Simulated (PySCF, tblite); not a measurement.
# C₄H₆N radical: geometry, infrared bands and EPR parameters

What infrared bands and EPR parameters should C₄H₆N radical (`C#C[C](C)N`) show?

Computed with tblite 0.8.0 and PySCF 2.14.0, with density-fitted response routines of our own, on a single molecule in the gas phase. Atoms are numbered from 0 throughout.

**1. The molecule as given**

11 atoms, charge 0, multiplicity 2; geometry from: force field or distance geometry start.

Bonds of the start (Å): C0–C1 1.22, C1–C2 1.40, C2–C3 1.49, C2–N4 1.47, C0–H5 1.05, C3–H6 1.10, C3–H7 1.08, C3–H8 1.10, N4–H9 1.02, N4–H10 1.01.

**2. Geometry optimisation with GFN2-xTB**

What the job is given:

```
{"job": {"kind": "relax", "xc": "GFN2-xTB", "basis": "xTB"}, "charge": 0, "multiplicity": 2}
C      2.364300    -0.750500    -0.024600
C      1.215700    -0.352900    -0.028800
C     -0.111300     0.104900    -0.012400
C     -1.218200    -0.634000     0.656100
N     -0.401500     1.367000    -0.704000
H      3.357400    -1.095400    -0.035400
H     -0.940700    -1.684000     0.831500
H     -2.122200    -0.626400     0.061700
H     -1.438400    -0.187600     1.634200
H      0.427200     1.948300    -0.797600
H     -1.127000     1.913200    -0.251800
```

Command:

```bash
$ OMP_NUM_THREADS=1 python probes_run.py task.json out
```

One launch serves the whole session: the jobs run in the order shown.

**Question.** This job is followed by: GFN2-xTB harmonic vibrations, gas phase; UKS B3LYP, pcH-1 on C H N, non-relativistic, mean-field spin-orbit, GIAO. Predict these results of the whole session: strongest single infrared mode (GFN2-xTB); zero-point energy (GFN2-xTB); g(iso) (B3LYP); ⟨S²⟩; largest a(iso) (averaged by class); surface potential, 1st and 99th percentile.

As calculated:

| quantity | value |
| --- | --- |
| strongest single infrared mode (GFN2-xTB) | 679 cm⁻¹, 233 km/mol |
| zero-point energy (GFN2-xTB) | 53.6 kcal/mol |
| g(iso) (B3LYP) | 2.00270 |
| ⟨S²⟩ | 0.763 (exact 0.75) |
| largest a(iso) (averaged by class) | 13C on C1, -57.9 MHz |
| surface potential, 1st and 99th percentile | -1.14 V and 1.78 V |

**Reading.** Relaxing lowered the energy by 0.150 eV in 64 steps; the close pair that moved most is C2–N4, from 1.468 to 1.394 Å. All 27 modes are real, so the xTB geometry is a minimum. The strongest single mode, at 679 cm⁻¹, is spread over several atoms, H9, H10, H5, N4 among them. GFN2-xTB is a fitted tight-binding method: band positions and strengths are rough. Its intensities can rank the bands wrongly. The largest spin populations lie on C2 (0.59 e), C0 (0.48 e). The isotropic g lies 0.4 ppt above the free-electron value.
